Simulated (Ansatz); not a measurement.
C$_{3}$H$_{4}$ClF (`C=C(Cl)CF`), relaxed with RKS PBE-D4/def2-SVP in Ansatz 0.2.0 from a rough embedded geometry. The force threshold is 0.03 eV/Å; the program also tests the step.

Charge 0, multiplicity 1.

Start:

```xyz
9

C    -0.038   -0.370    1.327
C     0.443    0.071    0.201
Cl    2.081    0.530    0.179
C    -0.216    0.231   -1.059
F    -1.589   -0.122   -0.987
H    -1.146   -0.708    1.376
H     0.508   -0.513    2.253
H    -0.239    1.278   -1.380
H     0.193   -0.397   -1.910
```

Task: How much energy does the relaxation release, and in how many steps? (Estimate.)

Result: Computed: 35.76 kJ/mol, in 5 steps.

Task: Which bonds change most? (Best estimate.)

Result: Ansatz gave: C2–C4 from 1.430 to 1.507 Å; C1–H6 from 1.160 to 1.099 Å; C2–Cl3 from 1.702 to 1.750 Å; C4–F5 from 1.419 to 1.379 Å.

Task: Give the relaxed structure. (Best estimate.)

Result: Computed: 
```xyz
9

C    -0.086   -0.410    1.357
C     0.456    0.061    0.225
Cl    2.133    0.550    0.109
C    -0.272    0.234   -1.082
F    -1.593   -0.144   -0.970
H    -1.147   -0.697    1.352
H     0.499   -0.516    2.281
H    -0.215    1.301   -1.402
H     0.225   -0.378   -1.870
```
